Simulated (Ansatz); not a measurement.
# CH3BS: the cost of one run

Program: Ansatz 0.2.0. Level of theory: RKS B3LYP/6-31G. These are calculated values, not measurements.

**1. The starting structure**

Bond lengths: B1–C2 1.530 Å, C2–S3 1.408 Å, B1–H4 1.128 Å, B1–H5 1.247 Å, C2–H6 1.103 Å. Angles: B1–C2–S3 117.6°, B1–C2–H6 121.8°, S3–C2–H6 120.6°, C2–B1–H4 123.1°, C2–B1–H5 118.0°, H4–B1–H5 118.8°.

Structure file:

```xyz
6

B    -0.5838   -0.2446   -0.4434
C     0.5679    0.2669    0.4236
S     1.4552   -0.6860    0.9583
H    -0.7345   -1.3359   -0.6876
H    -1.3769    0.5931   -0.9173
H     0.7142    1.3424    0.6202
```

**2. End point A**

File input.yaml:

```yaml
crystal:
  periodic: [false, false, false]
  atoms:
    - { symbol: B, position_ang: [-0.5838, -0.2446, -0.4434] }
    - { symbol: C, position_ang: [0.5679, 0.2669, 0.4236] }
    - { symbol: S, position_ang: [1.4552, -0.686, 0.9583] }
    - { symbol: H, position_ang: [-0.7345, -1.3359, -0.6876] }
    - { symbol: H, position_ang: [-1.3769, 0.5931, -0.9173] }
    - { symbol: H, position_ang: [0.7142, 1.3424, 0.6202] }
basis:
  gaussian: { orbitals: "6-31G" }
hamiltonian:
  xc: b3lyp
relax:
  f_tol: 0.02
  max_steps: 50
output:
  orbitals: {}
```

The run is started by

```console
$ ansatz run input.yaml --threads 1 --pin off --max-ram 2048MiB --backend cpu --events-out ev --progress --plain --runs-dir out
```

**Question.** How long does this run take on 1 thread of Arm Neoverse V2, shared host, and how much memory does it need?

About 17 s, with a peak of 0.11 GiB.
